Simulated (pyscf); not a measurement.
Optimised with ωB97X-D3(BJ)/def2-SVP in PySCF. Singlets are restricted, triplets unrestricted.

Singlet (Å):
```xyz
9

C      0.9169     0.7691    -0.0654
C     -0.0585    -0.1531    -0.2673
C     -1.3356     0.2026     0.2331
C     -2.5238    -0.2701    -0.4255
O     -3.0116    -1.3567    -0.1712
H      0.7402     1.5978     0.6270
H      1.8598     0.7488    -0.6239
H      0.1048    -1.0119    -0.9366
H     -3.0054     0.4678    -1.1240
```

Triplet (Å):
```xyz
9

C     -0.3374    -1.5741     1.0748
C     -0.5414    -1.0972    -0.2194
C     -1.1541     0.0681    -0.5447
C     -1.8551     1.2428    -0.8827
O     -3.0722     1.2804    -1.0729
H     -0.6857    -1.0128     1.9456
H      0.1724    -2.5263     1.2382
H     -0.1726    -1.7069    -1.0592
H     -1.2358     2.1661    -0.9731
```

Task: For these two minima of H₂C=CH–C:–CH=O, which spin state lies lower at ωB97X-D3(BJ)/def2-TZVP, and by how much (electronic energies)?

Result: The triplet, by 3.6 kcal/mol. Zero-point energy shifts E(triplet) − E(singlet) by -1.1 kcal/mol. The 7 functionals that were run give -9.8 (r²SCAN) to -2.2 kcal/mol (ωB97M-D3(BJ)). H₂C=CH–C:–CH=O [triplet] lies 78.6 kcal/mol over its isomer cyclic C₄H₄O (SMILES c1ccoc1), and others may lie lower still (electronic energy, ωB97M-D3(BJ)). 

E(triplet) − E(singlet) by level (kcal/mol):

```csv
level,gap
ωB97X-D3(BJ)/def2-TZVP,-3.6
PBE/def2-TZVP,-3.9
r²SCAN/def2-TZVP,-9.8
B3LYP-D3(BJ)/def2-TZVP,-4.2
PBE0-D3(BJ)/def2-TZVP,-8.2
M06-2X/def2-TZVP,-4.9
ωB97M-D3(BJ)/def2-TZVP,-2.2
HF/def2-TZVP,-27.2
```

The triplet is the lowest one reached from the SCF start used. A restricted singlet here is unstable towards spin polarisation, as is usual where a triplet lies low; its energy is less safe.
